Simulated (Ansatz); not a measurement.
Two structures of CH3N2, doublet, reached by relaxing down either side of one saddle point (PBE0-D4/def2-TZVP). Energies are electronic, without zero-point energy. Ansatz 0.2.0; basis: def2-TZVPP and def2-QZVPP; cores frozen in the correlated methods; orbitals are unrestricted. Extrapolation: Hartree–Fock as exp(−7.88 √X), correlation as X^−2.97. First:

```tsv
atom	x (Å)	y (Å)	z (Å)
H1	0.6507	-1.1666	-0.4440
N2	0.1125	-0.6234	0.2153
C3	-0.5243	1.0214	-0.7561
N4	-0.2126	2.1211	-0.5265
H5	0.6761	-0.2377	0.9597
H6	-0.7026	-1.1149	0.5517
```

Second:

| atom | x (Å) | y (Å) | z (Å) |
| --- | --- | --- | --- |
| H1 | -0.0830 | 0.5822 | -0.3885 |
| N2 | 0.1625 | -1.1474 | 0.7687 |
| C3 | -0.2092 | 1.4754 | -0.9874 |
| N4 | -0.3428 | 2.4214 | -1.6218 |
| H5 | 0.9642 | -1.4030 | 1.3534 |
| H6 | -0.4919 | -1.9287 | 0.8757 |

Task: Which bonds change from the first to the second?

Result: NH₃ + CN → HCN ([CH][N]) + NH₂; bonds formed: H1–C3; bonds broken: H1–N2.

Task: Give the saddle point's structure and its height above each. (An estimate is asked for; the value comes from the calculation.)

Result: The calculation gives: 10.74 kcal/mol above the first and 21.84 kcal/mol above the second (CCSD(T) at an estimated basis limit (MP2 extrapolated from triple and quadruple zeta, plus CCSD(T) − MP2 in triple zeta)).
```xyz
6
angstrom
H 0.2833 -0.3367 -0.4804
N 0.2681 -1.0607 0.3577
C -0.1480 1.0861 -0.7436
N -0.4894 2.1772 -0.9202
H 0.7837 -0.6625 1.1403
H -0.6979 -1.2035 0.6462
```

T1 diagnostic: at most 0.041. ⟨S²⟩ of the unrestricted Hartree–Fock references: 0.76 to 0.94 (a pure state has 0.75). The unrestricted reference is spin-contaminated, which hurts MP2 most.

Labels in which every atom is bracketed show which atoms are joined, not bond orders.

For scale, one of the runs: CCSD(T)/def2-TZVPP, 135 basis functions, launched by `ansatz run in.yaml --threads 2 --pin off --events-out ev --progress --plain --max-ram 4352MiB`. Hardware: 2 CPU threads of an Arm Neoverse N1, shared host. Wall time 78 s; peak host memory 1.7 GiB.
